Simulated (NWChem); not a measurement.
# C3H6O2 (ethyl formate): levels of theory compared

Aim: a comparison of 4 runs (HF/def2-SVP, r2SCAN/3-21G, PBE0/def2-SVP, CCSD(T)/pcseg-1) of C3H6O2 (ethyl formate). 

The results are computed with NWChem 7.3.0.

**1. The system as given**

C3H6O2: 11 atoms, total charge 0, spin state singlet. As SMILES, `CCOC=O`. The coordinates come from a PBE0-D4/def2-TZVP relaxation. This is one conformer, not always the lowest.

Bond lengths: C1–C2 1.508 Å, C2–O3 1.438 Å, O3–C4 1.329 Å, C4–O5 1.197 Å, C1–H6 1.092 Å, C1–H7 1.091 Å, C1–H8 1.092 Å, C2–H9 1.091 Å, C2–H10 1.090 Å, C4–H11 1.100 Å. Some angles: C1–C2–O3 111.3°, C2–O3–C4 116.4°, O3–C4–O5 126.3°, C1–C2–H9 111.3°, C1–C2–H10 111.5°, O3–C2–H9 108.7°, O3–C2–H10 104.4°, C2–C1–H6 109.6°, C2–C1–H7 110.8°, C2–C1–H8 110.9°.

**2. Energy and forces at HF/def2-SVP (run 1)**

Input file run.py:

```python
from ase import Atoms
from ase.calculators.nwchem import NWChem

molecule = Atoms(['C', 'C', 'O', 'C', 'O', 'H', 'H', 'H', 'H', 'H', 'H'], positions=[
    [-0.299500, -0.524900, 1.232400],
    [0.160800, 0.664100, 0.426200],
    [-0.490700, 0.711500, -0.855000],
    [0.057300, -0.014800, -1.824100],
    [1.038300, -0.694200, -1.733000],
    [0.156600, -0.494600, 2.224600],
    [-0.004700, -1.457900, 0.750600],
    [-1.384300, -0.515300, 1.354300],
    [1.240500, 0.642300, 0.270000],
    [-0.114700, 1.603600, 0.905800],
    [-0.534200, 0.107100, -2.743600],
])

calc = NWChem(
    label='c3h6o2',
    theory='scf',
    memory='2200 mb',
    basis='def2-SVP',
    basispar='spherical bse',
    scf={'nopen': '0', 'rhf': None, 'thresh': '1e-08', 'maxiter': '80'},
)
molecule.calc = calc

forces = molecule.get_forces()
print("Total energy (eV):", round(molecule.get_potential_energy(), 6))
print("forces (eV/A):")
for s, f in zip(molecule.symbols, forces):
    print(f"{s:2s} {f[0]:10.5f} {f[1]:10.5f} {f[2]:10.5f}")
print("dipole (e A):", molecule.get_dipole_moment().round(4))
```

Command:

```console
export ASE_NWCHEM_COMMAND="nwchem PREFIX.nwi > PREFIX.nwo"
python run.py
```

Output:

```text
Total energy (eV): -7255.265416
forces (eV/A):
C    -0.03939   -0.13159    0.11986
C    -0.16028    0.35018   -0.32519
O     0.99677   -0.79355   -0.18769
C     0.75966   -0.40407    0.35384
O    -1.64628    1.13674   -0.11195
H    -0.01167   -0.00982   -0.02823
H    -0.02237    0.03168    0.03579
H     0.03312   -0.00098   -0.01167
H    -0.17468    0.04746    0.05224
H     0.05358   -0.11606   -0.01980
H     0.21160   -0.10999    0.12280
dipole (e A): [-0.2544  0.2221  0.2305]
```

The calculator wrote c3h6o2.nwi:

```
title "c3h6o2"

permanent_dir c3h6o2

scratch_dir c3h6o2

start c3h6o2

geometry units angstrom nocenter noautosym noautoz
  C  -2.9949999999999999e-01 -5.2490000000000003e-01 1.2323999999999999e+00
  C  1.6080000000000000e-01 6.6410000000000002e-01 4.2620000000000002e-01
  O  -4.9070000000000003e-01 7.1150000000000002e-01 -8.5499999999999998e-01
  C  5.7299999999999997e-02 -1.4800000000000001e-02 -1.8241000000000001e+00
  O  1.0383000000000000e+00 -6.9420000000000004e-01 -1.7330000000000001e+00
  H  1.5659999999999999e-01 -4.9459999999999998e-01 2.2246000000000001e+00
  H  -4.7000000000000002e-03 -1.4579000000000000e+00 7.5060000000000004e-01
  H  -1.3843000000000001e+00 -5.1529999999999998e-01 1.3543000000000001e+00
  H  1.2404999999999999e+00 6.4229999999999998e-01 2.7000000000000002e-01
  H  -1.1470000000000000e-01 1.6035999999999999e+00 9.0580000000000005e-01
  H  -5.3420000000000001e-01 1.0710000000000000e-01 -2.7435999999999998e+00
end

memory 2200 mb

basis spherical bse noprint
   * library def2-SVP
end

scf
  nopen 0
  rhf
  thresh 1e-08
  maxiter 80
end

task scf gradient
```

c3h6o2.nwo:

```text
Northwest Computational Chemistry Package (NWChem) 7.3.0
             --------------------------------------------------------

           Job information
           ---------------

    nwchem branch   = 7.3.0
    use scalapack   = T
    input           = c3h6o2.nwi
    prefix          = c3h6o2.
    data base       = c3h6o2/c3h6o2.db
    status          = startup
    nproc           =        1

           Memory information
           ------------------

    heap     =     72089598 doubles =      550.0 Mbytes
    stack    =     72089595 doubles =      550.0 Mbytes
    global   =    144179200 doubles =     1100.0 Mbytes (distinct from heap & stack)
    total    =    288358393 doubles =     2200.0 Mbytes
    verify   = yes
    hardfail = no

           Directory information
           ---------------------

  0 permanent = c3h6o2
  0 scratch   = c3h6o2

                                NWChem Input Module
                                -------------------

                                      c3h6o2
                                      ------

[... 126 lines left out ...]
 Convergence threshold     :          1.000E-08
[... 13 lines left out ...]
       Final RHF  results
[... 3 lines left out ...]
      One-electron energy =   -723.271187917090
[... 1 line left out ...]
 Nuclear repulsion energy =    181.403771085707
[... 38 lines left out ...]
                       ROHF Final Molecular Orbital Analysis
[... 243 lines left out ...]
     1   1 0 0     -0.480809      0.000000      6.144633
[... 8 lines of this table left out ...]
     2   0 0 2    -20.731486      0.000000    270.716610

                              NWChem Gradients Module
                              -----------------------

                                      c3h6o2

  wavefunction    =   RHF

                         RHF ENERGY GRADIENTS

    atom               coordinates                        gradient
                 x          y          z           x          y          z
   1 C      -0.565973  -0.991917   2.328898    0.000766   0.002559  -0.002331
   2 C       0.303868   1.254967   0.805401    0.003117  -0.006810   0.006324
   3 O      -0.927289   1.344540  -1.615716   -0.019384   0.015432   0.003650
[... 7 lines of this table left out ...]
  11 H      -1.009492   0.202390  -5.184652   -0.004115   0.002139  -0.002388

                 ----------------------------------------
                 |  Time  |  1-e(secs)   |  2-e(secs)   |
                 ----------------------------------------
                 |  CPU   |       0.01   |       2.22   |
                 ----------------------------------------
                 |  WALL  |       0.01   |       2.22   |
                 ----------------------------------------

 Task  times  cpu:       19.0s     wall:       19.0s
 Total times  cpu:       19.0s     wall:       19.0s
```

Wall time 20 s (1 thread of AMD EPYC 7B13 (Zen 3), shared host); peak memory 0.1 GiB.

**3. Energy and gradient at r2SCAN/3-21G (run 2)**

Input file calc.nw:

```
start calc
title "C3H6O2"
memory total 2200 mb
geometry units angstrom noautosym nocenter noautoz
  C    -0.299500   -0.524900    1.232400
  C     0.160800    0.664100    0.426200
  O    -0.490700    0.711500   -0.855000
  C     0.057300   -0.014800   -1.824100
  O     1.038300   -0.694200   -1.733000
  H     0.156600   -0.494600    2.224600
  H    -0.004700   -1.457900    0.750600
  H    -1.384300   -0.515300    1.354300
  H     1.240500    0.642300    0.270000
  H    -0.114700    1.603600    0.905800
  H    -0.534200    0.107100   -2.743600
end
basis spherical bse
  * library 3-21G
end
dft
  xc r2scan
  grid xfine
  convergence energy 1e-08
  iterations 100
  mulliken
  print medium
end
task dft gradient
```

Command:

```console
nwchem calc.nw > calc.out
```

Output:

```text
[...]
          Wavefunction type:  closed shell.
          No. of atoms     :    11
          No. of electrons :    40
[...]
          Charge           :     0
          Spin multiplicity:     1
[...]
          AO basis - number of functions:    57
[...]
              XC Information
              --------------
                      r^2SCAN Method XC Functional
               r^2SCAN metaGGA Exchange Functional  1.000
                     r^2SCAN Correlation Potential  1.000
[...]
 d= 0,ls=0.0,diis     1   -266.6046814993 -4.48D+02  3.60D-02  1.25D+00     3.1
[...]
 d= 0,ls=0.0,diis    11   -266.7510264653 -2.50D-09  4.09D-07  1.51D-09    28.1
         Total DFT energy =     -266.751026465276
      One electron energy =     -721.941155003541
           Coulomb energy =      309.228087391415
    Exchange-Corr. energy =      -35.441729938857
 Nuclear repulsion energy =      181.403771085708
[...]
      Total Density - Mulliken Population Analysis
     ---------------------------------------------
    Atom       Charge   Shell Charges
 -----------   ------   -------------------------------------------------------
    1 C    6     6.67   1.99  0.37  1.67  1.13  1.51
    2 C    6     6.21   1.99  0.38  1.61  1.02  1.21
    3 O    8     8.51   1.99  0.43  2.12  1.50  2.47
    4 C    6     5.55   1.98  0.44  1.60  0.61  0.91
    5 O    8     8.47   1.99  0.44  2.11  1.54  2.39
    6 H    1     0.77   0.46  0.31
    7 H    1     0.75   0.46  0.29
    8 H    1     0.76   0.46  0.30
    9 H    1     0.76   0.47  0.29
   10 H    1     0.76   0.48  0.28
[...]
  wavefunction    = closed shell
                         DFT ENERGY GRADIENTS
    atom               coordinates                        gradient
                 x          y          z           x          y          z
   1 C      -0.565973  -0.991917   2.328898    0.002401   0.007483  -0.005215
   2 C       0.303868   1.254967   0.805401   -0.014691  -0.010579  -0.022046
   3 O      -0.927289   1.344540  -1.615716    0.032593  -0.022330  -0.001349
   4 C       0.108281  -0.027968  -3.447049    0.029825  -0.007657   0.038596
   5 O       1.962102  -1.311848  -3.274895   -0.049190   0.033606  -0.007660
   6 H       0.295931  -0.934658   4.203884   -0.001897  -0.000237  -0.003620
   7 H      -0.008882  -2.755032   1.418428   -0.001893   0.002647   0.003336
   8 H      -2.615948  -0.973776   2.559256    0.003664  -0.000761   0.000830
   9 H       2.344205   1.213771   0.510226   -0.004788   0.002507  -0.000021
  10 H      -0.216752   3.030365   1.711714    0.001398  -0.002270  -0.001919
  11 H      -1.009492   0.202390  -5.184652    0.002577  -0.002409  -0.000933
[...]
```

Wall time 35 s (1 thread of AMD EPYC 7B13 (Zen 3), shared host); peak memory 0.14 GiB.

Run 3 isn't shown in full; the table further down has it.

**4. The energy at CCSD(T)/pcseg-1 (run 4)**

Input file mymol.nw:

```
start mymol
memory total 2200 mb

geometry noautosym nocenter noautoz
C       -0.299500      -0.524900       1.232400
C        0.160800       0.664100       0.426200
O       -0.490700       0.711500      -0.855000
C        0.057300      -0.014800      -1.824100
O        1.038300      -0.694200      -1.733000
H        0.156600      -0.494600       2.224600
H       -0.004700      -1.457900       0.750600
H       -1.384300      -0.515300       1.354300
H        1.240500       0.642300       0.270000
H       -0.114700       1.603600       0.905800
H       -0.534200       0.107100      -2.743600
end

basis "ao basis" spherical bse
* library pcseg-1
end

scf
singlet
rhf
thresh 1e-08
maxiter 80
print medium
end

ccsd
freeze core 5
maxiter 60
end

task ccsd(t)
```

Command:

```console
nwchem mymol.nw > mymol.out
```

Output:

```text
[...]
  functions       =   100
[...]
  wavefunction    = RHF
[...]
         Total SCF energy =   -266.757650398167
      One-electron energy =   -723.394879304488
      Two-electron energy =    275.233457820613
 Nuclear repulsion energy =    181.403771085708
        Time for solution =     17.6s
[...]
 Total MP2 energy:           -267.539981856445308
[...]
             energy      energy      error      ampl     ampl      Block
                                                time     time      time
[...]
 Total CCSD energy:           -267.574893504027273
[...]
 Total CCSD+T(CCSD) energy:           -267.601204631741325
[...]
 Total CCSD(T) energy:                -267.599206701148887
[...]
```

Wall time 4.4 min (1 thread of AMD EPYC 7B13 (Zen 3), shared host); peak memory 0.41 GiB.

**5. All runs side by side**

```
run            level  iteration cap   module  energy (Eh)  dipole moment (D)  HOMO energy (eV)  LUMO energy (eV)  wall time
  1      HF/def2-SVP             80      scf  -266.626088               1.96            -12.48              4.76       20 s
  2     r2SCAN/3-21G            100      dft  -266.751026               1.82             -6.41             -0.22       35 s
  3    PBE0/def2-SVP            100      dft  -267.880943               1.87                 –                 –       25 s
  4  CCSD(T)/pcseg-1             80  ccsd(t)  -267.599207                  –            -12.56              4.39    4.4 min
```

**6. Summary of results**

| quantity | value |
| --- | --- |
| run 4: total energy | -267.59921 Eh |
| run 4: HOMO energy (Hartree–Fock orbitals) | -12.56 eV |
| run 4: LUMO energy (Hartree–Fock orbitals) | 4.39 eV |
| run 4: HOMO–LUMO gap (Hartree–Fock orbitals) | 16.94 eV |
| run 4: correlation energy (5 core orbitals frozen) | -841.6 mEh |
| run 4: (T) correction | -24.31 mEh |

What this shows: Over runs 1, 2, 3 the dipole moment (its size) runs from 1.82 D (r2SCAN/3-21G) to 1.96 D (HF/def2-SVP). The two ends differ in method and basis. Totals of different functionals can't be ranked against each other. All runs together took 5.8 min, the longest 4.4 min.
